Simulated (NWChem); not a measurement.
Everything below was run with NWChem. System: S (+1), charge 1, spin multiplicity 4. Its SCF solution wasn't tested for a lower state.

The NWChem input:

```
start mol
memory heap 100 mb stack 700 mb global 1900 mb
charge 1
geometry units angstroms nocenter noautoz
  S      0.000000     0.000000     0.000000
  symmetry group D2h
end
basis spherical
  * library sto-3g
end
scf
  rohf
  nopen 3
  maxiter 100
  thresh 1e-7
  semidirect memsize 60000000 filesize 0
  # guess.movecs holds the orbitals of an unrestricted PBE0 run
  vectors input guess.movecs output mol.movecs
end
tce
  freeze core 5
  ccsd(t)
  2eorb
  2emet 13
  thresh 1e-6
  maxiter 100
  tilesize 24
end
task tce energy
```

The output up to the point where the run's verdict is printed (cleaned and shortened):

```
             Northwest Computational Chemistry Package (NWChem) 7.3.0
             --------------------------------------------------------

                                NWChem Input Module
                                -------------------

 Scaling coordinates for geometry "geometry" by  1.889725989
 (inverse scale =  0.529177249)

                             Geometry "geometry" -> ""
                             -------------------------

 Output coordinates in angstroms (scale by  1.889725989 to convert to a.u.)

  No.       Tag          Charge          X              Y              Z
 ---- ---------------- ---------- -------------- -------------- --------------
    1 S                   16.0000     0.00000000     0.00000000     0.00000000

 Effective nuclear repulsion energy (a.u.)       0.0000000000

            Nuclear Dipole moment (a.u.)
            ----------------------------
        X                 Y               Z
 ---------------- ---------------- ----------------
     0.0000000000     0.0000000000     0.0000000000

      Symmetry information
      --------------------

 Group name             D2h
 Group number             26
 Group order               8
 No. of unique centers     1

      Symmetry unique atoms

     1


 Summary of "ao basis" -> "" (spherical)
 ------------------------------------------------------------------------------
       Tag                 Description            Shells   Functions and Types
 ---------------- ------------------------------  ------  ---------------------
 *                           sto-3g                   on all atoms

 Summary of "ao basis" -> "ao basis" (spherical)
 ------------------------------------------------------------------------------
       Tag                 Description            Shells   Functions and Types
 ---------------- ------------------------------  ------  ---------------------
 S                           sto-3g                  5        9   3s2p

                                 NWChem SCF Module
                                 -----------------

  ao basis        = "ao basis"
  functions       =     9
  atoms           =     1
  closed shells   =     6
  open shells     =     3
  charge          =   1.00
  wavefunction    = ROHF
  use symmetry    = T
  symmetry adapt  = T

 Summary of "ao basis" -> "ao basis" (spherical)
 ------------------------------------------------------------------------------
       Tag                 Description            Shells   Functions and Types
 ---------------- ------------------------------  ------  ---------------------
 S                           sto-3g                  5        9   3s2p

      Symmetry analysis of basis
      --------------------------

        ag          3
        au          0
        b1g         0
        b1u         2
        b2g         0
        b2u         2
        b3g         0
        b3u         2

 Forming initial guess at       0.0s

      Symmetry analysis of molecular orbitals - initial
      -------------------------------------------------

  Numbering of irreducible representations:

     1 ag          2 au          3 b1g         4 b1u         5 b2g
     6 b2u         7 b3g         8 b3u

  Orbital symmetries:

     1 ag          2 ag          3 b2u         4 b3u         5 b1u
     6 ag          7 b3u         8 b1u         9 b2u

 Starting SCF solution at       0.0s

 ----------------------------------------------
         Quadratically convergent ROHF

 Convergence threshold     :          1.000E-07
 Maximum no. of iterations :          100
 Final Fock-matrix accuracy:          1.000E-09
 ----------------------------------------------

              iter       energy          gnorm     gmax       time
             ----- ------------------- --------- --------- --------
                 1     -392.9235538264  1.27D-01  7.35D-02      0.0
```

The program stopped with an error. NWChem stopped with the message: rohf_hessv_xx: pflg invalid.
